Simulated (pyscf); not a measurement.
Optimised with ωB97X-D3(BJ)/def2-SVP in PySCF.

### Question
Estimate the classical barrier height and the reaction energy of HO–ZnH (SMILES [OH][ZnH]) + CH₄ (SMILES C) -> ZnH₂ (SMILES [ZnH2]) + H₃C–OH (SMILES CO) at ωB97M-D3(BJ)/def2-TZVP. The step runs on the singlet surface, breaks O–Zn, C–H and forms H–Zn, C–O; take the separated reactants as zero.

### Answer
ΔE‡ = 92.8 kcal/mol, ΔE = +35.3 kcal/mol. Zero-point energy shifts the barrier by -0.9 kcal/mol. It is a four-centre exchange, with an imaginary mode of 1234i cm⁻¹. On the product side the descent ends in an adduct with a O–Zn contact, 10.5 kcal/mol under the separated species and 68.5 kcal/mol under the saddle at ωB97X-D3(BJ)/def2-TZVP. What is counted as broken (O–Zn) persists as a longer contact in the product adduct; parting that adduct is a step of its own. The same reactants have a lower exit, to [HO–Zn]• + H• + CH₄ (no saddle counted: cutting one bond costs +83.3 kcal/mol at ωB97M-D3(BJ), against +92.8 kcal/mol here). One saddle was located; it need not be the lowest between these sides. Elements up to Kr have no core potential and no relativistic terms here.
